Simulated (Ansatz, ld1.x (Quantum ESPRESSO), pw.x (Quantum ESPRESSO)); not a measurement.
**hafnium (Hf): one change to the TM potential, in the atom and in the diamond crystal**

| Property | Result |
| --- | --- |
| Element | hafnium |
| Generator | ld1.x (Quantum ESPRESSO) 7.5 |
| Type | norm-conserving Troullier–Martins (Kleinman–Bylander form) |
| Functional | LDA (PW92) |
| Relativity | scalar-relativistic |
| Frozen core | [Xe] 4f14 |
| Valence charge | 4 |
| Reference configuration | 5d2 6s2 6p0 |
| Partial waves | 6p (bound, empty): rc 4.20 bohr; 5d (bound): rc 1.80 bohr; 5f channel at 0.05 Ry: rc 4.05 bohr; 6s (bound): rc 2.20 bohr |
| Local potential | the s channel |
| Core correction | a·sin(br)/r model core inside 1.05 bohr |

Change: core correction a·sin(br)/r model core inside 0.94 bohr.

Cutoffs, loose and tight: the cutoffs (Ry, on a coarse ladder) from which the occupation-weighted sum of valence levels, in a spherical-Bessel basis at the reference potential, stays within 10 and 1 mRy of its value at 400 Ry. They do not see the model core or the augmentation charge, which bear on the density cutoff. Test errors are all-electron minus pseudo excitation energies from the reference, over the configurations 5d2 6s1 6p0; 5d2 6s0 6p0; 5d1 6s0 6p0; 5d2 6s1.5 6p0; 5d2.5 6s1.5 6p0; 5d2 6s1 6p1; 5d3 6s0 6p0 (two spin-polarised tests are not counted in the largest error); variants that change the core or the reference have their own tests.

Crystal test: diamond Hf in pw.x 7.5, no spin, 8³ k-points, Fermi–Dirac smearing 0.01 Ry, cutoffs set for each file from its atomic test. The reference is all-electron LAPW (Ansatz 0.2.0) with the same functional, mesh and smearing; V0 and B0 come from Birch–Murnaghan fits to the pressures at five volumes. Errors are pseudo minus all-electron; Δ is the rms difference of the E(V) curves that follow from these fits, minima aligned, over ±6 % about the mean V0. Mesh and smearing are coarse, so the numbers serve the comparison and aren't converged zero-temperature values; the lattice is a test structure that the element need not adopt.

All-electron: a0 = 6.237 Å (V0 = 30.33 Å³/atom), B0 = 31.2 GPa.

Question: Does the change bring the crystal closer to the all-electron result?

Answer: The mean pressure error goes from -0.69 to -0.38 GPa, so the change moves the solid closer to the all-electron pressures. At 80 % of its cutoff the pressure of the changed file moves by -0.59 GPa.

```csv
quantity,base,changed
outcome (atom),generated,generated
"cutoff, loose (atom)",25 Ry,25 Ry
"cutoff, tight (atom)",35 Ry,35 Ry
bound ghosts (atom),none,none
largest test error (meV) (atom),-318,-318
cutoffs in pw.x (Ry),50/200,50/200
a0 (Å),6.187,6.211
a0 error (%),-0.81,-0.42
B0 error (%),-14.3,-14.9
Δ (meV/atom),4.9,2.7
mean pressure error (GPa),-0.69,-0.38
```

Base: The largest radius (4.20 bohr) exceeds half the bond length (2.55 bohr), so the spheres overlap, which is one possible source of error among others. This is a poor potential for the solid. The logarithmic derivative shows an extra or strongly shifted pseudo pole above the reference energy (s near 1.56 Ry). Changed file: The largest radius (4.20 bohr) exceeds half the bond length (2.55 bohr), so the spheres overlap, which is one possible source of error among others. This is a poor potential for the solid. The free energy does not fall steadily as the cutoff rises, most likely since the density grid, which shrinks with it, is too coarse for the model core; the lower cutoffs are not converged. The logarithmic derivative shows an extra or strongly shifted pseudo pole above the reference energy (s near 1.56 Ry). The atomic cutoffs weigh occupied waves only.
